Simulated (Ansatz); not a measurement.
Results of PBE0 (PAW; Ansatz, a program for electronic structure) for Cs₂SnI₆ (Fm-3m, No. 225).

Settings: plane-wave cutoff 460 eV, 4×4×4 k mesh, Fermi–Dirac smearing 0.01 eV, scalar-relativistic PAW data made under PBE.

Cell (measured lattice):

```cif
data_Cs8I24Sn4
_chemical_formula_sum 'I24 Cs8 Sn4'
_space_group_name_H-M_alt 'Fm-3m'
_space_group_IT_number 225
_space_group_name_Hall '-F 4 2 3'
_cell_length_a 11.62760
_cell_length_b 11.62760
_cell_length_c 11.62760
_cell_angle_alpha 90.000
_cell_angle_beta 90.000
_cell_angle_gamma 90.000
loop_
_atom_site_label
_atom_site_type_symbol
_atom_site_symmetry_multiplicity
_atom_site_Wyckoff_symbol
_atom_site_fract_x
_atom_site_fract_y
_atom_site_fract_z
_atom_site_occupancy
I1 I 24 e 0.00000 0.00000 0.24536 1
Cs1 Cs 8 c 0.25000 0.25000 0.25000 1
Sn1 Sn 4 a 0.00000 0.00000 0.00000 1
```
(The calculation used a cell of 9 atoms; values per cell refer to that cell.)

### Question
Predict the band gap.

### Answer

- band gap: 1.57 eV (on the SCF k mesh)

Note: cell and atoms aren't relaxed at this level (pressure 0.8 GPa).

Spin–orbit coupling is not included; with these elements it can move the gap by several tenths of an eV or more.

Static lattice: no zero-point or thermal effects.
